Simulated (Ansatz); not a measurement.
A run for Ansatz (a quantum-chemistry and plane-wave program): U-wB97M-V/def2-TZVPPD on C2H5 (SMILES [CH2]C), 2S+1 = 2. Files ending in .json are basis or fitting sets from the Basis Set Exchange.

Ansatz 0.2 input:
```yaml
crystal:
  periodic: [false, false, false]
  atoms:
    - {symbol: C, position_ang: [0.00550995, -0.00307714, -0.77443959]}
    - {symbol: C, position_ang: [0.00550995, -0.00307714, 0.71569982]}
    - {symbol: H, position_ang: [0.00550995, -1.01684444, 1.11670108]}
    - {symbol: H, position_ang: [0.37964525, 0.84547158, -1.32730429]}
    - {symbol: H, position_ang: [-0.88217468, 0.49798042, 1.12141209]}
    - {symbol: H, position_ang: [0.87299475, 0.52193057, 1.11660682]}
    - {symbol: H, position_ang: [-0.50718726, -0.77526005, -1.32801142]}
basis:
  gaussian:
    orbitals: def2-TZVPPD.json
hamiltonian:
  xc: {name: wB97M-V}
magnetization: {spin_polarized: true, initial_magnetization: 1}
```

The head of its log:

```
WARN ansatz: RAYON_NUM_THREADS=1 ignored (pool sized by the plan → 1); use --threads N
Functional definition: wB97M-V
integrals: 0.05 GiB planned
643 factors; their error is unknown
integrals: 0.08 GiB planned
224 factors; integrals over basis functions are off by at most 1.7e-5 eV
mean field: 0.84 GiB planned
mean field evaluation 1: about -2150.3906 eV, gradient 2.5e1 eV
mean field evaluation 2: about -2151.8155 eV, gradient 1.7e1 eV
```

**Question.** What total energy does the run end on?

**Answer.** -79.1276 hartree.
